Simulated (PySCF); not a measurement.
Isomers of C6H14. Level of theory: PBE0-D3(BJ)/def2-SVP geometry optimisation, gas phase (PySCF). One conformer each; no zero-point energy, no entropy. No frequencies were run at this level. Point groups hold within 0.08 Å.

**Question.** Order them by energy at this level, lowest first, and give relative energies in kcal/mol.
A. `CCC(C)(C)C` (2,2-dimethylbutane)
B. `[CH3:1][CH2:2][CH2:3][CH:4]([CH3:5])[CH3:6]` with C1–C2–C3–C4 -176°, C2–C3–C4–C5 174° (2-methylpentane)

**Answer.** A (0.0), B (0.7).

As drawn, the lower has a quaternary carbon, which the higher lacks. Neighbours under 2.5 kcal/mol apart (CCC(C)(C)C and CCCC(C)C) can change places with a better method, another conformer or zero-point energy.

```csv
SMILES,E (Eh),E rel (kcal/mol),dipole (D),point group,"A, B, C (MHz)"
CCC(C)(C)C,-236.62856,0.0,0.05,Cs,"4306, 2504, 2496"
CCCC(C)C,-236.62748,0.7,0.09,C1,"6648, 1718, 1475"
```

**Question.** How do the relative energies change in single points at PBE0/pcSseg-1 (no added dispersion term) on the same geometries?

**Answer.** 
```json
{"SMILES": "CCC(C)(C)C", "PBE0-D3(BJ)/def2-SVP (kcal/mol)": "0.0", "PBE0/pcSseg-1 (kcal/mol)": "0.0", "shift": "0.0"}
{"SMILES": "CCCC(C)C", "PBE0-D3(BJ)/def2-SVP (kcal/mol)": "0.7", "PBE0/pcSseg-1 (kcal/mol)": "0.5", "shift": "-0.2"}
```

Each column counts from its own lowest isomer. The order is unchanged; the largest shift is 0.2 kcal/mol.

**Question.** As an exercise, what shares would exp(−E/RT) give at 298.15 K from these electronic energies alone (no entropy, no degeneracies)?

**Answer.** RT = 0.592 kcal/mol: CCC(C)(C)C 76.0 %, CCCC(C)C 24.0 %.
